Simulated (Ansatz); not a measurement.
Mulliken charges of H4S2Si, SMILES `[SiH3]SS` from PBE/def2-TZVPP in Ansatz (PBE0-D4/def2-TZVP geometry).

| atom | x (Å) | y (Å) | z (Å) | charge (e) |
| --- | --- | --- | --- | --- |
| Si1 | -0.825 | 0.526 | -0.206 | 0.267 |
| S2 | 0.421 | -0.079 | 1.429 | -0.156 |
| S3 | 1.384 | -1.627 | 0.459 | -0.119 |
| H4 | -1.678 | -0.604 | -0.646 | -0.031 |
| H5 | 0.013 | 0.994 | -1.338 | -0.040 |
| H6 | -1.663 | 1.642 | 0.308 | -0.048 |
| H7 | 2.409 | -0.919 | -0.052 | 0.127 |

Q: By hand: the dipole of these point charges (1 e Å = 4.8032 D).

A: Σ q r = (-0.013, 0.130, -0.280) e Å, of length 0.309 e Å = 1.48 D.

Q: How does the dipole of the full density compare? (Estimate.)

A: The calculation gave: (0.049, 0.109, -0.195) e Å, 1.10 D; the point charges give 1.35 times that, at 15° from its direction.

Point charges leave out the atoms' own dipoles, such as those of lone pairs, and Mulliken's split depends on the basis, so the two needn't agree.
